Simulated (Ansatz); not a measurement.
Pyrite RuS2 was calculated with rVV10 in Ansatz (PAW).

Run with plane-wave cutoff 520 eV, 6×6×6 k mesh, Fermi–Dirac smearing 0.01 eV, no spin polarisation, scalar-relativistic PAW data made under PBE.

Results at a series of volumes:

```csv
V (Å³/atom),E − E_lowest (meV/atom),P (GPa)
14.940,13.35,7.13
15.251,3.22,3.37
15.563,0.00,0.01
15.874,2.94,-2.97
16.185,11.34,-5.63
```

Problem. Fit the third-order Birch–Murnaghan equation and give B0 and B′.

Solution. V0 = 15.564 Å³/atom, B0 = 158 GPa, B′ = 4.8 (fit to the energies at full precision).

Shape and atoms are relaxed at each volume.

Measured, for comparison: equilibrium volume per atom 14.71 Å³/atom (temperature not stated, no zero-point or thermal correction; as tabulated in Wikipedia's data pages). Computed (rounded) less measured: equilibrium volume per atom +5.8 %.

Note: the bulk modulus comes from volumes at which shape and atoms were relaxed.

Computed values are for the static lattice.

Ansatz is a quantum-chemistry and plane-wave program.
